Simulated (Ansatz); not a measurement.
# What a trial cell of Ba2H6Os relaxes into

Method: DFT r2SCAN, scalar-relativistic, plane waves, PAW (Ansatz). Cutoff 500 eV, Γ-centred k mesh, Gaussian smearing, no spin polarisation in the final step.

The start puts Ba2H6Os on the sites of a reported Ti6Si2B cell (P-62m, No. 189), with Os in place of B, Ba in place of Si, H in place of Ti, at a guessed volume.

```xyz
9
Lattice="6.8230 0.0000 0.0000 -3.4115 5.9089 0.0000 0.0000 0.0000 3.3483" Properties=species:S:1:pos:R:3 pbc="T T T"
Ba    0.0000    3.9393    1.6741
Ba    3.4115    1.9696    1.6741
H     4.0911    0.0000    0.0000
H     1.3660    2.3659    0.0000
H    -2.0455    3.5430    0.0000
H     1.6498    0.0000    1.6741
H     2.5866    4.4801    1.6741
H    -0.8249    1.4288    1.6741
Os    0.0000    0.0000    0.0000
```

Cell and atoms relax at zero pressure; the relaxation can't lower the symmetry of the start. After a coarse first stage the cell is made exact in the group found at 0.06 Å.

Formation energies are uncorrected and refer to the elements' standard structures at the same level (H₂ as a molecule).

(1) What does it relax into?

(2) What are its volume, energy, density and gap?

Results:

(1) It keeps P-62m (No. 189), but not the shape of the type it started on. Conventional cell: a = 6.015 Å, c = 3.394 Å. Ba is coordinated by 9 H at 2.67–2.73 Å; H on Wyckoff site f (3 atoms of the primitive cell) is coordinated by 1 Os at 1.75 Å; around H on Wyckoff site g (3 atoms of the primitive cell) lie 2 H at 1.69 Å and 2 Os at 1.96 Å; Os has 3 H at 1.75 Å and 6 H at 1.96 Å.

```
Ba H Os
1.0
     6.01527    0.00000    0.00000
    -3.00764    5.20938    0.00000
     0.00000    0.00000    3.39415
Ba H Os
2 6 1
Cartesian
  0.0000 3.4729 1.6971
  3.0076 1.7365 1.6971
  4.2640 0.0000 0.0000
  0.8756 1.5166 0.0000
  -2.1320 3.6927 0.0000
  0.9740 0.0000 1.6971
  2.5206 4.3658 1.6971
  -0.4870 0.8435 1.6971
  0.0000 0.0000 0.0000
```

(2) The volume per atom is 11.82 Å³. The density is 7.35 g/cm³. The energy over the elements is -0.03 eV/atom and the gap on the 6×6×12 mesh is 0 eV (a metal).

The final run used a 6×6×12 mesh on its 9-atom cell and 0.10 eV smearing. The k mesh leaves about 4 meV/atom of noise in metals. Spin–orbit coupling is left out. A structure relaxed within its symmetry needn't be a true minimum. The steps took roughly 8 core-minutes in all.